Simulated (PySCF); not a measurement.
N₂.
Z-matrix (Å and degrees, BHandHLYP/6-31+G* geometry), rows numbered from 1:
```
N 
N   1  1.0909
```

Method used: BHandHLYP/6-31+G* geometry optimisation, gas phase in PySCF 2.14.0.

Take the most abundant isotopes and a rigid rotor. 

Problem. What are the moment of inertia and the rotational constant?

Solution. I = 8.332 u·Å², B = 505379 MHz·u·Å²/I = 60654 MHz (2.0232 cm⁻¹, or 2.911 K as hB/k). For two atoms I = μr² with μ = 7.0015 u and r = 1.0909 Å.

Problem. List the first levels of a rigid rotor in a Σ state.

Solution. E(J) = BJ(J+1): J = 1: 4.046, J = 2: 12.139, J = 3: 24.278, J = 4: 40.464, J = 5: 60.696, J = 6: 84.975 cm⁻¹.

Problem. Has it a pure rotational spectrum?

Solution. Not by electric dipole: D∞h allows no dipole (computed 0.00 D). Rotational Raman lines (ΔJ = 2) lie at B(4J + 6), spaced by 4B = 8.093 cm⁻¹, with nuclear-spin weights that differ between even and odd J.

Stationary, but not proved a minimum. Constants of a rigid frame at the computed geometry: no zero-point averaging, no centrifugal distortion.
